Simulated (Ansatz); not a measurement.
Results of r²SCAN-D4 (plane waves, PAW; Ansatz, an electronic-structure program) for hcp Tl.

Settings: plane-wave cutoff 560 eV, 18×18×10 k mesh (along the axes of the cell as run), Fermi–Dirac smearing 0.05 eV, scalar-relativistic PAW data made under PBE.

A third-order Birch–Murnaghan fit to the energies gives V0 = 29.622 Å³/atom, B0 = 33.5 GPa, B′ = 5.3.

```json
[
 {"V (Å³/atom)": "28.437", "P (GPa)": "(withheld)"},
 {"V (Å³/atom)": "29.030", "P (GPa)": "(withheld)"},
 {"V (Å³/atom)": "29.622", "P (GPa)": "0.000"},
 {"V (Å³/atom)": "30.215", "P (GPa)": "(withheld)"},
 {"V (Å³/atom)": "30.807", "P (GPa)": "(withheld)"}
]
```

Task: Estimate the withheld pressures from this fit; the answers are the runs' own values.

Result: 
- 28.437, P (GPa): 1.524
- 29.030, P (GPa): 0.714
- 30.215, P (GPa): -0.629
- 30.807, P (GPa): -1.183

The formula P = (3/2) B0 (x^(7/3) − x^(5/3)) [1 + (3/4)(B′ − 4)(x^(2/3) − 1)] with x = V0/V meets the computed pressures within 0.01 GPa when these rounded values are put in.

Shape and atoms are relaxed at each volume.

Measured, for comparison: bulk modulus 37.4 GPa (copied from a table, unchecked, extrapolated to 0 K and zero-point effects removed; as tabulated in Lejaeghere et al. (2013), arXiv:1204.2733). Computed (rounded) less measured: bulk modulus not scored (unchecked).

Note: the bulk modulus comes from volumes at which shape and atoms were relaxed.

Spin–orbit coupling is not included; it can shift volumes and moduli of such heavy elements.

Static lattice: no zero-point or thermal effects.
